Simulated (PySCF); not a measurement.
## Frontier levels across methods

Species: P₃H₅.
Cartesian coordinates in Å at the PBE0-D3(BJ)/def2-SVP level; atoms count from 1:
```
atom  x, y, z in Å
P1     1.6980   -0.1763   -0.1757
P2    -0.0123   -0.5005    1.2455
P3    -1.6075   -0.3563   -0.3290
H4     1.6268    1.2483   -0.0618
H5     2.6824   -0.2633    0.8589
H6     0.0700   -1.9250    1.1209
H7    -1.7179    1.0646   -0.2016
H8    -2.6665   -0.5764    0.6074
```

The species is `PPP` (P3H5).

Basis pcSseg-2 throughout (PySCF), one geometry. The structure is a single PBE0-D3(BJ)/def2-SVP conformer in the gas phase; no vibrational or solvent corrections.

Task: How do the orbital energies, the gap and the dipole change with the method?

Result: 
```
  method           kind  HOMO (eV)  LUMO (eV)  gap (eV)  μ (D)  SCF cycles
    BLYP            GGA      -5.50      -1.28      4.22   0.61          12
   B97-D            GGA      -5.62      -1.31      4.31   0.66          13
     PBE            GGA      -5.65      -1.41      4.24   0.70          13
    OPBE            GGA      -5.66      -1.29      4.37   0.75          13
     KT2            GGA      -5.69      -1.46      4.23   0.68          13
     KT3            GGA      -5.71      -1.40      4.32   0.64          13
     LDA            LDA      -5.72      -1.60      4.12   0.78          12
    BP86            GGA      -5.75      -1.48      4.27   0.69          13
   B3LYP  global hybrid      -6.46      -0.78      5.68   0.64          12
    PBE0  global hybrid      -6.65      -0.58      6.08   0.71          12
mPW1PW91  global hybrid      -6.68      -0.57      6.11   0.70          11
      HF   Hartree–Fock      -8.93       2.39     11.32   0.65          10
```

The HOMO spans 3.43 eV, from BLYP down to HF, and the gap runs from 4.12 eV (LDA) to 11.32 eV (HF). Over the methods BLYP (0 %), B97-D (0 %), PBE (0 %), OPBE (0 %), KT2 (0 %), KT3 (0 %), LDA (0 %), BP86 (0 %), B3LYP (20 %), PBE0 (25 %), mPW1PW91 (25 %), HF (100 %), a straight line through the gap against the share of exact exchange rises by 0.71 eV for each 10 % (correlation coefficient 0.999). The dipole ranges from 0.61 D (BLYP) to 0.78 D (LDA). This basis has no diffuse functions.
